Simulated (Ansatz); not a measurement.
# C4H8F2: the cost of one run

Method: the settings change from run to run; program: Ansatz 0.2.0, Gaussian basis.

### Step 1. The geometry

An earlier PBE0-D4 in a triple-zeta def2 set relaxation fixed the geometry.

SMILES `CC(CF)CF`, 14 atoms, charge 0, spin multiplicity 1.

Atoms are counted from 1 here; the program's logs count them from 0.

Bond lengths: C1–C2 1.522 Å, C1–H7 1.092 Å, C1–H8 1.092 Å, C1–H9 1.092 Å, C2–C3 1.514 Å, C2–C5 1.514 Å, C2–H10 1.097 Å, C3–F4 1.385 Å, C3–H11 1.094 Å, C3–H12 1.094 Å, C5–F6 1.387 Å, C5–H13 1.093 Å, C5–H14 1.094 Å. Angles: C2–C1–H7 110.8°, C2–C1–H8 111.2°, C2–C1–H9 110.9°, H7–C1–H8 107.8°, H7–C1–H9 107.7°, H8–C1–H9 108.2°, C1–C2–C3 110.3°, C1–C2–C5 112.0°, C1–C2–H10 109.4°, C3–C2–C5 111.2°, C3–C2–H10 107.5°, C5–C2–H10 106.3°, C2–C3–F4 110.4°, C2–C3–H11 110.9°, C2–C3–H12 110.8°, F4–C3–H11 107.8°, F4–C3–H12 107.7°, H11–C3–H12 109.2° and more.

### Step 2. r2SCAN50/cc-pVTZ-DK

Set apart from the defaults: charge +1, multiplicity 2, atoms shaken by 0.03 Å.

File in.yaml:

```yaml
crystal:
  periodic: [false, false, false]
  atoms:
    - {symbol: C, position_ang: [-0.506892, -1.074424, -0.826474]}
    - {symbol: C, position_ang: [-0.269046, -0.098751, 0.273841]}
    - {symbol: C, position_ang: [1.177232, -0.321089, 0.721043]}
    - {symbol: F, position_ang: [1.376449, 0.455501, 1.871125]}
    - {symbol: C, position_ang: [-0.521707, 1.346651, 0.003138]}
    - {symbol: F, position_ang: [0.179646, 1.715963, -1.071518]}
    - {symbol: H, position_ang: [-1.591379, -0.924408, -1.207336]}
    - {symbol: H, position_ang: [-0.320154, -2.048477, -0.657226]}
    - {symbol: H, position_ang: [0.104483, -0.770435, -1.721146]}
    - {symbol: H, position_ang: [-0.830165, -0.395216, 1.090349]}
    - {symbol: H, position_ang: [1.854114, 0.057082, -0.030005]}
    - {symbol: H, position_ang: [1.421392, -1.343036, 0.930960]}
    - {symbol: H, position_ang: [-0.346116, 1.963838, 0.820631]}
    - {symbol: H, position_ang: [-1.653319, 1.433260, -0.243920]}
basis:
  gaussian: {orbitals: cc-pVTZ-DK}
total_charge: 1
magnetization: {spin_polarized: true, initial_magnetization: 1}
hamiltonian: {xc: {name: r2SCAN50}}
output: {forces: true}
```

Launch:

```console
$ ansatz run in.yaml --threads 4 --pin off --events-out ev --progress --plain --max-ram 11315MiB
```

What time and memory should one allow on 4 threads of Arm Neoverse V1, shared host?

About 31 s, with a peak of 1.2 GiB.
